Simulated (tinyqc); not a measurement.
Inside a calculation. Method: ROHF in the sto-3g basis, for CH2, spin multiplicity 3. One step of it, computed by the program tinyqc.

Question. Iteration 1: building the Fock matrix. J_ij = sum D_kl (ij|kl) with D = D(alpha) + D(beta), K_ij = sum D_kl (ik|jl) for each spin; F = H + J - K(s); E = tr D H + tr D J / 2 - 0.5 sum_s tr D(s) K(s) + E_nn.

D(alpha) at the start, lower triangle:
```
            1C 1s      1C 2s    1C 2px     1C 2py    1C 2pz     2H 1s     3H 1s
1C 1s    1.033654
1C 2s   -0.136474   0.600014
1C 2px   0.000000   0.000000  1.000000
1C 2py   0.000000   0.000000  0.000000   0.634361
1C 2pz   0.057752  -0.200379  0.000000   0.000000  0.915868
2H 1s   -0.077870   0.197726  0.000000   0.196685  0.066208  0.147947
3H 1s   -0.077870   0.197726  0.000000  -0.196685  0.066208  0.025982  0.147947
```

D(beta) at the start, lower triangle:
```
            1C 1s     1C 2s    1C 2px     1C 2py    1C 2pz     2H 1s     3H 1s
1C 1s    1.016492
1C 2s   -0.078694  0.405488
1C 2px   0.000000  0.000000  0.000000
1C 2py   0.000000  0.000000  0.000000   0.634361
1C 2pz  -0.060745  0.198557  0.000000   0.000000  0.097721
2H 1s   -0.074191  0.185342  0.000000   0.196685  0.091605  0.147159
3H 1s   -0.074191  0.185342  0.000000  -0.196685  0.091605  0.025193  0.147159
```

core Hamiltonian H = T + V (hartree), lower triangle:
```
             1C 1s      1C 2s     1C 2px     1C 2py     1C 2pz      2H 1s      3H 1s
1C 1s   -18.560570
1C 2s    -4.476548  -5.509047
1C 2px    0.000000   0.000000  -4.405380
1C 2py    0.000000   0.000000   0.000000  -4.526331
1C 2pz   -0.012136  -0.134406   0.000000   0.000000  -4.452425
2H 1s    -0.660108  -1.702547   0.000000  -1.290715  -0.829052  -3.078596
3H 1s    -0.660108  -1.702547   0.000000   1.290715  -0.829052  -0.345871  -3.078596
```

Two-electron integrals (ij|kl) in chemists' order, unique and non-zero (hartree):
```
(11|11) 3.541948    (21|11) 0.576921    (21|21) 0.111888    (22|11) 0.854682
(22|21) 0.205284    (22|22) 0.624709    (31|31) 0.020296    (32|31) 0.030858
(32|32) 0.137996    (33|11) 0.852436    (33|21) 0.205335    (33|22) 0.624568
(33|33) 0.672833    (41|41) 0.020296    (42|41) 0.030858    (42|42) 0.137996
(43|43) 0.036269    (44|11) 0.852436    (44|21) 0.205335    (44|22) 0.624568
(44|33) 0.600295    (44|44) 0.672833    (51|51) 0.020296    (52|51) 0.030858
(52|52) 0.137996    (53|53) 0.036269    (54|54) 0.036269    (55|11) 0.852436
(55|21) 0.205335    (55|22) 0.624568    (55|33) 0.600295    (55|44) 0.600295
(55|55) 0.672833    (61|11) 0.084452    (61|21) 0.016293    (61|22) 0.029887
(61|33) 0.029789    (61|41) 0.000816    (61|42) 0.001537    (61|44) 0.030008
(61|51) 0.000509    (61|52) 0.000959    (61|54) 0.000136    (61|55) 0.029875
(61|61) 0.002423    (62|11) 0.227446    (62|21) 0.055482    (62|22) 0.189040
(62|33) 0.184297    (62|41) 0.004451    (62|42) 0.032360    (62|44) 0.194405
(62|51) 0.002776    (62|52) 0.020182    (62|54) 0.006304    (62|55) 0.188229
(62|61) 0.008436    (62|62) 0.078971    (63|31) 0.005309    (63|32) 0.028994
(63|43) 0.006108    (63|53) 0.003810    (63|63) 0.009011    (64|11) 0.173165
(64|21) 0.042751    (64|22) 0.154451    (64|33) 0.146808    (64|41) 0.008249
(64|42) 0.053155    (64|44) 0.166611    (64|51) 0.001833    (64|52) 0.015068
(64|54) 0.008541    (64|55) 0.149759    (64|61) 0.006762    (64|62) 0.076476
(64|64) 0.081724    (65|11) 0.107997    (65|21) 0.026662    (65|22) 0.096326
(65|33) 0.091559    (65|41) 0.001833    (65|42) 0.015068    (65|44) 0.096290
(65|51) 0.006453    (65|52) 0.038391    (65|54) 0.009059    (65|55) 0.101018
(65|61) 0.004217    (65|62) 0.047696    (65|64) 0.045349    (65|65) 0.037293
(66|11) 0.395864    (66|21) 0.098155    (66|22) 0.382090    (66|33) 0.362718
(66|41) 0.009087    (66|42) 0.090973    (66|44) 0.404177    (66|51) 0.005667
(66|52) 0.056737    (66|54) 0.025857    (66|55) 0.378844    (66|61) 0.015070
(66|62) 0.210726    (66|64) 0.224383    (66|65) 0.139940    (66|66) 0.774606
(71|11) 0.084452    (71|21) 0.016293    (71|22) 0.029887    (71|33) 0.029789
(71|41) -0.000816   (71|42) -0.001537   (71|44) 0.030008    (71|51) 0.000509
(71|52) 0.000959    (71|54) -0.000136   (71|55) 0.029875    (71|61) 0.002352
(71|62) 0.007937    (71|64) 0.005867    (71|65) 0.003979    (71|66) 0.014004
(71|71) 0.002423    (72|11) 0.227446    (72|21) 0.055482    (72|22) 0.189040
(72|33) 0.184297    (72|41) -0.004451   (72|42) -0.032360   (72|44) 0.194405
(72|51) 0.002776    (72|52) 0.020182    (72|54) -0.006304   (72|55) 0.188229
(72|61) 0.007937    (72|62) 0.054145    (72|64) 0.038385    (72|65) 0.031840
(72|66) 0.110200    (72|71) 0.008436    (72|72) 0.078971    (73|31) 0.005309
(73|32) 0.028994    (73|43) -0.006108   (73|53) 0.003810    (73|63) 0.005712
(73|73) 0.009011    (74|11) -0.173165   (74|21) -0.042751   (74|22) -0.154451
(74|33) -0.146808   (74|41) 0.008249    (74|42) 0.053155    (74|44) -0.166611
(74|51) -0.001833   (74|52) -0.015068   (74|54) 0.008541    (74|55) -0.149759
(74|61) -0.005867   (74|62) -0.038385   (74|64) -0.022471   (74|65) -0.022203
(74|66) -0.074616   (74|71) -0.006762   (74|72) -0.076476   (74|74) 0.081724
(75|11) 0.107997    (75|21) 0.026662    (75|22) 0.096326    (75|33) 0.091559
(75|41) -0.001833   (75|42) -0.015068   (75|44) 0.096290    (75|51) 0.006453
(75|52) 0.038391    (75|54) -0.009059   (75|55) 0.101018    (75|61) 0.003979
(75|62) 0.031840    (75|64) 0.022203    (75|65) 0.024052    (75|66) 0.068279
(75|71) 0.004217    (75|72) 0.047696    (75|74) -0.045349   (75|75) 0.037293
(76|11) 0.042335    (76|21) 0.010376    (76|22) 0.036910    (76|33) 0.035878
(76|44) 0.036949    (76|51) 0.000855    (76|52) 0.006752    (76|55) 0.037863
(76|61) 0.001542    (76|62) 0.013751    (76|64) 0.011642    (76|65) 0.009137
(76|66) 0.034366    (76|71) 0.001542    (76|72) 0.013751    (76|74) -0.011642
(76|75) 0.009137    (76|76) 0.003043    (77|11) 0.395864    (77|21) 0.098155
(77|22) 0.382090    (77|33) 0.362718    (77|41) -0.009087   (77|42) -0.090973
(77|44) 0.404177    (77|51) 0.005667    (77|52) 0.056737    (77|54) -0.025857
(77|55) 0.378844    (77|61) 0.014004    (77|62) 0.110200    (77|64) 0.074616
(77|65) 0.068279    (77|66) 0.235091    (77|71) 0.015070    (77|72) 0.210726
(77|74) -0.224383   (77|75) 0.139940    (77|76) 0.034366    (77|77) 0.774606
```

nuclear repulsion = 5.02910531 hartree

Give: Coulomb J; exchange K(alpha); exchange K(beta); F(alpha); F(beta); total energy of this density.

Answer.

Coulomb J (hartree), lower triangle:
```
          1C 1s   1C 2s  1C 2px   1C 2py  1C 2pz   2H 1s   3H 1s
1C 1s   11.5463
1C 2s    2.2332  5.1467
1C 2px   0.0000  0.0000  5.1010
1C 2py   0.0000  0.0000  0.0000   5.1945
1C 2pz   0.0141  0.1118  0.0000   0.0000  5.1283
2H 1s    0.3267  1.5627  0.0000   1.2787  0.8161  3.2523
3H 1s    0.3267  1.5627  0.0000  -1.2787  0.8161  0.3054  3.2523
```

exchange K(alpha) (hartree), lower triangle:
```
         1C 1s    1C 2s  1C 2px   1C 2py  1C 2pz   2H 1s   3H 1s
1C 1s   3.6108
1C 2s   0.6679   0.9756
1C 2px  0.0000   0.0000  0.8545
1C 2py  0.0000   0.0000  0.0000   0.7875
1C 2pz  0.0041  -0.0435  0.0000   0.0000  0.8454
2H 1s   0.1001   0.3655  0.0000   0.2859  0.1630  0.4304
3H 1s   0.1001   0.3655  0.0000  -0.2859  0.1630  0.0824  0.4304
```

exchange K(beta) (hartree), lower triangle:
```
          1C 1s   1C 2s  1C 2px   1C 2py  1C 2pz   2H 1s   3H 1s
1C 1s    3.5585
1C 2s    0.6176  0.6183
1C 2px   0.0000  0.0000  0.1273
1C 2py   0.0000  0.0000  0.0000   0.6962
1C 2pz  -0.0031  0.2415  0.0000   0.0000  0.2434
2H 1s    0.0907  0.3131  0.0000   0.2743  0.1692  0.4150
3H 1s    0.0907  0.3131  0.0000  -0.2743  0.1692  0.0725  0.4150
```

F(alpha) (hartree), lower triangle:
```
           1C 1s    1C 2s   1C 2px   1C 2py   1C 2pz    2H 1s    3H 1s
1C 1s   -10.6250
1C 2s    -2.9112  -1.3380
1C 2px    0.0000   0.0000  -0.1589
1C 2py    0.0000   0.0000   0.0000  -0.1193
1C 2pz   -0.0022   0.0209   0.0000   0.0000  -0.1695
2H 1s    -0.4336  -0.5053   0.0000  -0.2979  -0.1760  -0.2567
3H 1s    -0.4336  -0.5053   0.0000   0.2979  -0.1760  -0.1229  -0.2567
```

F(beta) (hartree), lower triangle:
```
           1C 1s    1C 2s  1C 2px   1C 2py   1C 2pz    2H 1s    3H 1s
1C 1s   -10.5727
1C 2s    -2.8609  -0.9807
1C 2px    0.0000   0.0000  0.5683
1C 2py    0.0000   0.0000  0.0000  -0.0280
1C 2pz    0.0051  -0.2641  0.0000   0.0000   0.4325
2H 1s    -0.4242  -0.4529  0.0000  -0.2863  -0.1822  -0.2413
3H 1s    -0.4242  -0.4529  0.0000   0.2863  -0.1822  -0.1130  -0.2413
```

total energy of this density = -38.126047 hartree
